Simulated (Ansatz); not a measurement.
C2H7NS2 (`NC(S)CS`). The species carries charge 0 and has multiplicity 1.

Cartesian coordinates in Å:
```
N 0.1122 -1.6502 -0.8451
C 0.1409 -0.6425 0.1884
S -1.4364 -0.8229 1.0842
C 0.3576 0.7660 -0.3564
S 0.5502 2.0820 0.8711
H -0.5524 -1.4098 -1.5712
H 1.0243 -1.7612 -1.2689
H 0.9480 -0.8888 0.8827
H -1.2370 0.2083 1.9217
H 1.2952 0.7704 -0.9219
H -0.4462 1.0287 -1.0473
H -0.7564 2.3198 1.0627
```

Task: List the harmonic frequencies (cm⁻¹, unscaled) at PBE0-D4/def2-TZVP in Ansatz. (Best estimate.)

Result: The calculation gave: 109, 188, 196, 240, 310, 355, 369, 422, 640, 748, 802, 815, 883, 984, 1070, 1109, 1169, 1186, 1277, 1332, 1383, 1436, 1647, 2704, 2713, 3055, 3081, 3122, 3523, 3615.

Task: Is this a minimum?

Result: Yes, all 30 modes are real.

Task: Give the ideal-gas thermochemistry at 298.15 K and 1 bar (rigid rotor, harmonic oscillator; point group C1, symmetry number 1).

Result: Zero-point energy 242.1 kJ/mol; H(298) − E = 263.5 kJ/mol; entropy 348.3 J/(mol·K), of which translation 167.4, rotation 115.7, vibration 65.2; G(298) − E = 159.7 kJ/mol.

Task: And at 400, 500, 600, 800 and 1000 K?

Result: 
| T (K) | H − E (kJ/mol) | S (J/mol/K) | G − E (kJ/mol) |
| --- | --- | --- | --- |
| 400 | 276.3 | 384.9 | 122.3 |
| 500 | 290.9 | 417.6 | 82.2 |
| 600 | 307.4 | 447.5 | 38.9 |
| 800 | 344.3 | 500.4 | -56.0 |
| 1000 | 385.4 | 546.1 | -160.8 |
